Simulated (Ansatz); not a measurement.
Born–Oppenheimer molecular dynamics of H7NSi2 (10 atoms, charge 0, multiplicity 1). It starts from a rough guess of a transition structure, not a stationary point.

Computed with Ansatz, UKS BLYP-D4/6-31G*.

| Item | Value |
| --- | --- |
| ensemble | NVE (velocity Verlet) |
| time step | 0.5 fs |
| steps asked | 150 |
| starting velocities drawn for | 100 K |
| seed | 706573 |

Frames 2.5 fs apart, positions in Å, forces in eV/Å.

Velocities at 40 fs (Å/ps):

```
Si 1.74 -6.08 -6.84
Si 2.91 0.95 3.51
N -7.48 6.94 -0.06
H -38.50 45.07 -16.71
H 10.89 -2.44 -2.26
H 15.53 2.13 0.26
H 26.13 -21.90 24.15
H -40.28 21.46 13.79
H 23.23 11.47 18.18
H -22.61 -9.07 56.09
```

```xyz
10
Properties=species:S:1:pos:R:3:forces:R:3 time_fs=40 energy_less_start_eV=-0.785 T=879
Si -0.818 0.453 0.209 -3.54 0.32 0.62
Si 1.191 -0.153 0.776 3.14 -1.20 -0.18
N -1.352 -0.342 -1.295 -1.72 -7.20 11.49
H -1.151 0.149 -1.941 3.74 8.28 -12.14
H -1.825 -0.239 1.146 0.42 0.51 0.02
H -0.991 1.987 0.383 -0.03 -0.61 -0.32
H 2.008 0.093 -0.501 -0.12 -0.10 0.38
H 2.044 0.478 1.873 -0.58 -0.04 -0.17
H 1.199 -1.668 0.959 0.02 0.44 0.06
H -2.320 -0.555 -1.342 -1.34 -0.39 0.25
10
Properties=species:S:1:pos:R:3:forces:R:3 time_fs=42.5 energy_less_start_eV=-1.764 T=1797
Si -0.817 0.438 0.193 -2.56 0.91 0.79
Si 1.202 -0.152 0.785 2.56 -0.94 -0.13
N -1.372 -0.332 -1.283 0.04 2.16 -2.87
H -1.196 0.385 -2.176 -0.85 -2.47 2.42
H -1.787 -0.231 1.143 0.15 0.30 0.23
H -0.954 1.973 0.374 -0.09 -0.58 -0.27
H 2.072 0.037 -0.432 0.08 0.09 0.05
H 1.929 0.531 1.905 -0.27 0.10 0.08
H 1.257 -1.630 1.007 -0.05 -0.06 0.17
H -2.393 -0.582 -1.199 1.01 0.49 -0.45
10
Properties=species:S:1:pos:R:3:forces:R:3 time_fs=45 energy_less_start_eV=-0.822 T=894
Si -0.821 0.425 0.178 -1.24 1.09 0.76
Si 1.218 -0.153 0.793 1.80 -0.60 -0.09
N -1.393 -0.317 -1.278 -0.85 1.99 -3.83
H -1.269 0.533 -2.343 -0.85 -3.11 3.66
H -1.741 -0.206 1.153 -0.25 0.00 0.49
H -0.922 1.927 0.349 -0.17 -0.07 -0.16
H 2.140 -0.014 -0.360 0.31 0.25 -0.25
H 1.796 0.591 1.940 -0.03 0.20 0.22
H 1.312 -1.596 1.065 -0.10 -0.50 0.29
H -2.418 -0.583 -1.083 1.37 0.74 -1.10
10
Properties=species:S:1:pos:R:3:forces:R:3 time_fs=47.5 energy_less_start_eV=-1.328 T=1382
Si -0.829 0.415 0.165 -0.22 0.53 0.82
Si 1.238 -0.155 0.802 1.35 -0.45 0.14
N -1.417 -0.293 -1.288 0.20 2.36 -4.19
H -1.391 0.495 -2.293 -0.42 -3.03 3.71
H -1.708 -0.179 1.191 -0.35 -0.09 0.42
H -0.901 1.879 0.315 -0.20 0.64 -0.06
H 2.225 -0.050 -0.301 0.29 0.34 -0.19
H 1.662 0.661 1.987 0.04 0.03 -0.03
H 1.361 -1.589 1.140 -0.14 -0.38 0.29
H -2.372 -0.545 -1.028 -0.55 0.04 -0.91
10
Properties=species:S:1:pos:R:3:forces:R:3 time_fs=50 energy_less_start_eV=-1.872 T=1880
Si -0.837 0.405 0.154 0.19 0.07 1.00
Si 1.260 -0.158 0.810 1.15 -0.49 0.42
N -1.440 -0.260 -1.316 0.84 -3.02 3.52
H -1.536 0.297 -2.050 -0.21 3.27 -4.54
H -1.695 -0.158 1.253 -0.11 0.04 -0.06
H -0.891 1.865 0.277 -0.17 0.77 -0.04
H 2.326 -0.066 -0.252 -0.03 0.35 0.14
H 1.529 0.732 2.032 0.12 -0.30 -0.45
H 1.402 -1.602 1.232 -0.19 0.17 0.11
H -2.355 -0.506 -1.024 -1.61 -0.87 -0.10
10
Properties=species:S:1:pos:R:3:forces:R:3 time_fs=52.5 energy_less_start_eV=-1.910 T=1917
Si -0.844 0.396 0.145 0.33 0.72 1.25
Si 1.286 -0.162 0.819 0.85 -0.48 0.57
N -1.458 -0.240 -1.327 -1.46 -2.47 1.91
H -1.718 0.294 -2.081 0.15 2.27 -2.79
H -1.688 -0.133 1.310 0.12 0.14 -0.48
H -0.890 1.894 0.236 -0.06 0.13 0.00
H 2.426 -0.061 -0.196 -0.34 0.31 0.38
H 1.405 0.785 2.050 0.27 -0.48 -0.66
H 1.432 -1.606 1.330 -0.20 0.55 -0.11
H -2.418 -0.513 -1.031 0.34 -0.68 -0.08
10
Properties=species:S:1:pos:R:3:forces:R:3 time_fs=55 energy_less_start_eV=-1.095 T=1158
Si -0.851 0.389 0.138 0.56 1.63 1.35
Si 1.313 -0.167 0.830 0.32 -0.33 0.51
N -1.483 -0.235 -1.327 -4.27 0.90 -4.30
H -1.895 0.469 -2.331 2.08 -2.05 3.74
H -1.675 -0.102 1.342 0.13 0.09 -0.54
H -0.894 1.931 0.196 0.05 -0.52 0.07
H 2.507 -0.038 -0.118 -0.41 0.25 0.36
H 1.297 0.812 2.031 0.43 -0.40 -0.51
H 1.450 -1.579 1.422 -0.16 0.51 -0.22
H -2.466 -0.558 -1.045 1.28 -0.09 -0.46
10
Properties=species:S:1:pos:R:3:forces:R:3 time_fs=57.5 energy_less_start_eV=-0.887 T=956
Si -0.857 0.385 0.135 0.75 1.66 0.54
Si 1.341 -0.173 0.842 -0.41 -0.06 0.24
N -1.524 -0.225 -1.343 -2.72 1.45 -4.09
H -1.955 0.533 -2.379 1.93 -2.23 3.86
H -1.656 -0.065 1.342 -0.06 -0.06 -0.29
H -0.895 1.939 0.159 0.11 -0.69 0.10
H 2.564 0.000 -0.020 -0.19 0.20 0.10
H 1.214 0.816 1.982 0.51 -0.04 -0.06
H 1.459 -1.524 1.502 -0.08 0.07 -0.15
H -2.448 -0.614 -1.083 0.16 -0.30 -0.25
10
Properties=species:S:1:pos:R:3:forces:R:3 time_fs=60 energy_less_start_eV=-1.921 T=1945
Si -0.861 0.384 0.132 0.78 0.78 -0.73
Si 1.367 -0.179 0.854 -1.09 0.21 -0.11
N -1.577 -0.210 -1.377 -0.44 1.68 -1.88
H -1.900 0.465 -2.199 1.20 -1.31 2.20
H -1.641 -0.032 1.326 -0.28 -0.23 0.11
H -0.889 1.909 0.128 0.13 -0.30 0.07
H 2.611 0.051 0.084 0.14 0.15 -0.20
H 1.161 0.818 1.931 0.47 0.37 0.43
H 1.463 -1.464 1.573 0.03 -0.46 0.02
H -2.422 -0.690 -1.135 -0.94 -0.88 0.10
10
Properties=species:S:1:pos:R:3:forces:R:3 time_fs=62.5 energy_less_start_eV=-0.899 T=989
Si -0.863 0.385 0.128 0.61 -0.61 -1.43
Si 1.392 -0.185 0.866 -1.36 0.43 -0.10
N -1.631 -0.193 -1.412 3.11 -10.70 11.63
H -1.806 0.399 -1.975 -3.26 10.43 -10.09
H -1.641 -0.012 1.316 -0.32 -0.27 0.30
H -0.876 1.862 0.101 0.11 0.44 -0.02
H 2.664 0.110 0.176 0.18 0.04 -0.30
H 1.137 0.840 1.903 0.40 0.42 0.52
H 1.469 -1.431 1.645 0.10 -0.55 0.03
H -2.435 -0.807 -1.188 0.43 0.37 -0.53
10
Properties=species:S:1:pos:R:3:forces:R:3 time_fs=65 energy_less_start_eV=-1.572 T=1612
Si -0.864 0.384 0.121 0.10 -1.42 -1.28
Si 1.414 -0.190 0.877 -1.21 0.64 0.33
N -1.675 -0.204 -1.415 0.59 2.65 -0.27
H -1.834 0.701 -2.114 -0.20 -3.30 2.07
H -1.659 -0.007 1.322 -0.05 -0.14 0.15
H -0.856 1.840 0.072 0.11 0.80 -0.08
H 2.727 0.171 0.251 -0.13 -0.16 -0.20
H 1.136 0.884 1.903 0.37 0.04 0.19
H 1.480 -1.427 1.717 0.13 -0.17 -0.23
H -2.434 -0.907 -1.267 0.29 1.06 -0.67
10
Properties=species:S:1:pos:R:3:forces:R:3 time_fs=67.5 energy_less_start_eV=-0.556 T=638
Si -0.865 0.381 0.111 -0.42 -1.23 -1.06
Si 1.433 -0.193 0.890 -0.94 0.85 0.76
N -1.716 -0.209 -1.414 1.50 4.55 -0.95
H -1.888 0.881 -2.194 -0.01 -4.43 2.69
H -1.680 -0.010 1.336 0.26 0.03 -0.17
H -0.830 1.861 0.039 0.07 0.26 -0.09
H 2.782 0.222 0.315 -0.46 -0.36 -0.14
H 1.158 0.931 1.915 0.31 -0.37 -0.14
H 1.499 -1.434 1.775 0.12 0.20 -0.49
H -2.417 -0.951 -1.386 -0.43 0.50 -0.40
```

Of the whole run (75 fs, mean temperature of the second half 1362 K): The conserved energy stayed within 3.3 meV per atom of its start (net change -2.5 meV per atom), so there is no drift, though single steps change it by up to 34 meV in the whole system, a sign of fast motions only just resolved. The kinetic energy rose, since the run started high on the potential surface and went downhill. A run of 0.075 ps of so small a system gives no equilibrium averages. The orbitals were unrestricted but ended closed-shell.

The run took 9.4 min on 1 thread of Arm Neoverse V1 (shared host), peak memory 0.13 GiB.
